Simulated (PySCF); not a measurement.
An unknown is described by computed data only.

Formula: C5H12S.

- Triplet: lowest triplet excitation (Tamm–Dancoff): 5.36 eV [TDA wB97X-D/def2-SVPD]
- Polarisability: 83.2 au [wB97X-D/def2-SVPD]
- Rotational structure: rotational constants A, B, C: 4.336, 1.693, 1.687 GHz [PBE0-D3(BJ)/def2-SVP]
- Dipole: 1.71 D [wB97X-D/def2-SVPD]
- UV, first state: lowest singlet excitation: 5.72 eV (217 nm, f = 0.005) [TDDFT wB97X-D/def2-SVPD]
- Valence photoelectron: vertical ionisation energy: 9.10 eV [ΔSCF wB97X-D/def2-SVPD]
- 13C NMR: chemical shifts (computed TMS as zero) by class: 43.8 (1 C), 31.9 (1 C), 28.6 (3 C) ppm [GIAO B97-2/pcSseg-1]
- NMR, other nuclei: isotropic shieldings of nuclei other than C and H, by class: 620 (1 S) ppm [GIAO B97-2/pcSseg-1]

Electronic properties: PySCF, gas phase, density fitting. Levels stand in brackets. Geometry: PBE0-D3(BJ)/def2-SVP, one conformer, isolated molecule. NMR values are class means; diastereotopic atoms form classes of their own.

Q: Give a SMILES that accounts for the data.

A: Numbering: `[CH3:1][C:2]([CH3:3])([CH3:4])[CH2:5][SH:6]`. Its formula, C5H12S, gives 0 degrees of unsaturation, so no ring and no π bond. 5 carbons fall into 3 classes; from least to most shielded: sp3 carbon bound to sulfur [C5] (43.8 ppm), quaternary sp3 carbon [C2] (31.9 ppm), methyl carbon [C1/C3/C4] (28.6 ppm, 3 C, up to 5.3 ppm apart in this geometry). The other shieldings belong to: 620 ppm, thiol sulfur [S6]. The first electron is taken from the HOMO, whose largest Löwdin shares are 0.72 on the thiol sulfur, 0.10 on the sp3 carbon bound to sulfur and 0.06 on the S–H hydrogen. By its constants the optimised geometry is a nearly prolate symmetric top. Structure: neopentyl mercaptan, `CC(C)(C)CS`. Computed isomers that give other values at the same levels: `CCSC(C)C` (smallest rotational constant: 1.556 GHz; this holds for the one conformer computed); `CCCSCC` (smallest rotational constant: 1.497 GHz; this holds for the one conformer computed); `CC(C)[C@@H](C)S` (rotational constant A: 3.900 GHz; this holds for the one conformer computed). The assignments are read from this structure; whether some other isomer fits the data as well wasn't checked.

The values belong to the conformer `[CH3:1][C:2]([CH3:3])([CH3:4])[CH2:5][SH:6]`: C1–C2–C5–S6 60°, H–S6–C5–C2 75°.
